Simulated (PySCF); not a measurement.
Threshold energies of F2 in a plasma

PBE0 in PySCF with def2-TZVPPD on every atom, for the lowest determinant that a PBE0 search found; no spin–orbit coupling.

```csv
species,state (unpaired electrons),Re (Å),ωe (cm⁻¹),energy of the minimum from the neutral (eV),De (eV),dissociates to
F2,singlet (closed shell),1.375,1099,0.00,1.51,F + F
F₂⁺,doublet (π ↑),1.273,1302,15.45,3.50,F⁺ + F
F₂⁻,doublet (σ ↑),1.978,376,-3.36,1.62,F + F⁻
```

Q: Work out the lowest energy to break F2 into atoms, from its vibrational ground state.

A: D0 = De − ωe/2 = 1.51 − 0.07 = 1.44 eV (PBE0/def2-TZVPPD).

Q: Work out the ionisation energy of the F atom at this level and the threshold of dissociative ionisation.

A: IE(F) = 15.45 + 3.50 − 1.51 = 17.44 eV, so F⁺ + F + e⁻ appears at D0 + IE(F) = 18.88 eV (PBE0/def2-TZVPPD). The measured IE(F) is 17.423 eV (NIST ASD).

Q: Work out the electron affinity of the F atom and the threshold of dissociative attachment.

A: EA(F) = 1.51 − 1.62 − (-3.36) = 3.25 eV, so F + F⁻ needs D0 − EA(F) = -1.81 eV (negative: it is exothermic at zero electron energy) (PBE0/def2-TZVPPD). The measured EA(F) is 3.401 eV.

Q: At which energy does ion-pair formation open?

A: F⁺ + F⁻ lies at D0 + IE(F) − EA(F) = 15.63 eV (PBE0/def2-TZVPPD).

These are thermodynamic thresholds; the onsets seen under electron impact lie higher where the geometry changes, and cross-sections peak well above them.

States were picked by a PBE0 search and need not be the measured ground states.
